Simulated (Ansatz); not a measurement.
1T (CdI2-type) PtSe2 was calculated with PBE0-D3(BJ) in Ansatz (PAW).

The cell is the one relaxed with PBE-D3(BJ): a = b = 3.7715 Å, c = 4.8225 Å, α = β = 90.00°, γ = 120.00°.

Q: Give the computed interlayer binding energy.

A: 
- interlayer binding energy: 43.6 meV/Å²

Note: exact exchange on metals is sensitive to the k mesh and can open a false gap; the run warned that the count of filled bands differs between k points.

Spin–orbit coupling is not included.

Ansatz is a program for electronic structure.
